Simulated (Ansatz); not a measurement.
**Al2Ga⁺, triplet: the ladder up to RCCSDTQ**

Geometry: that of the Al2Ga, doublet, kept fixed.

```yaml
atoms:
  - { symbol: Al, position_ang: [0.0000, -1.2668, 1.2100] }
  - { symbol: Al, position_ang: [0.0000, 1.2668, 1.2100] }
  - { symbol: Ga, position_ang: [0.0000, 0.0000, -0.9365] }
```

Basis cc-pVDZ; Ansatz 0.2.0. Only valence electrons are correlated (noble-gas cores and the filled d shells of p-block atoms frozen), which leaves 8 electrons in 39 orbitals. Prefix R: restricted or restricted open-shell reference; prefix U: unrestricted. Active spaces: valence = (8e, 12o) chosen from the atoms' valence shells. No spin–orbit coupling is included, and no scalar relativity.

Full CI isn't at hand for all of this; RCCSDTQ serves as the reference, and is uncertain by about the last step of the cluster series. The frozen core follows each run's orbitals, which can shift R against U totals by a few meV for light atoms and by up to 0.1 eV past Ca.

For open shells CISD is restricted-active-space CI with the open shells as a complete middle space.

* UHF ⟨S²⟩: 2.382
* T1 diagnostic (RCCSD): 0.0332
* largest doubles amplitude (RCCSD): 0.082

```
                   level  E − E(RCCSDTQ) (kJ/mol)  share of correlation (%)    wall time
                     RHF                    483.7                      0.00            –
                    RMP2                    111.0                     77.06            –
                    CISD                     75.8                     84.32         12 s
                   RCCSD                     38.6                     92.03            –
                RCCSD(T)                      8.1                     98.33         29 s
                 BCCD(T)                      8.2                     98.30         30 s
                  RCCSDT                      3.2                     99.34            –
               RCCSDT(Q)                      0.2                     99.95         62 s
  CASSCF (valence space)                    181.7                     62.44            –
  NEVPT2 (valence space)                     43.3                     91.04  22 s (H100)
  MRCISD (valence space)                      9.8                     97.98            –
MRCISD+Q (valence space)                     -1.3                    100.27  11 s (H100)
```

The correlation energy at RCCSDTQ, counted from RHF, is -5.013 eV. That run took 56 s on 2 threads of AMD EPYC 7R13 with a shared H100 80 GB, shared host.

Run but not shown, since their state or frozen core can't be matched to the reference's or they repeat it: UHF, UMP2, UCCSD, UCCSD(T), UCCSDT, UCCSDT(Q).

Times hold each run's SCF and search for its determinant on a shared host, so for small cases they say little of a method's own cost; rows without a card ran on 1 thread of AMD EPYC 7R13.

Natural occupations of CASSCF (valence space) about the gap: 1.965 1.877 1.866 0.984 0.974 0.101 0.099 0.038 0.037 0.021; effectively unpaired electrons, Σ n²(2−n)², 2.21.
